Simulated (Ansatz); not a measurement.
TO(Γ) frequency of some cubic solids

Method: Hartree–Fock (plane waves, PAW; Ansatz, a program for electronic structure). References are measured values at low temperature.

Values in cm⁻¹.

```csv
solid,reference,Hartree–Fock,error (%)
diamond-structure Ge,304,330,+8.6
grey tin (α-Sn),200,216,+8.0
diamond-structure Si,525,570,+8.6
rock-salt AgCl,119,67,-44
diamond,1333,1518,+13.9
rock-salt AgBr,85,40,-53
```

Over these 6 solids the mean error is -9.6 %, the mean absolute error 23 % (median 11.2 %), and the worst case rock-salt AgBr at -53 %; the value is too high in 4 of 6 cases.

All these references are low-temperature values that still hold zero-point motion.

Spin–orbit coupling is left out, also for the solids with elements from indium on (grey tin (α-Sn)); its size isn't shown.

Differences are worked out from the printed values.

Each level is taken at its own relaxed cell. Ansatz's density-functional and Hartree–Fock values are scalar-relativistic unless marked +SOC, with PAW data made under PBE.

Ansatz's runs of these crystals have no spin polarisation.

Not in this set, of the solids of all kinds but layered and molecular ones with a reference value in our tables and a result at some level: 42 for a reference of another kind, counted apart; 1 for no value at Hartree–Fock (not run, a failed fit, an unstable or unbound cell, or a value held back for tests); 1 for sources at odds. These can be a level's best or worst cases. At least 7 more with a reference value are held back for tests. Solids without a released value at any level aren't counted. The metals Ce to Yb are counted apart.

References as tabulated in Tanner et al. (2021), arXiv:2110.11888; Hadni et al. (1968), doi:10.1364/ao.7.001159; Kunc et al. (2003), arXiv:cond-mat/0304692.
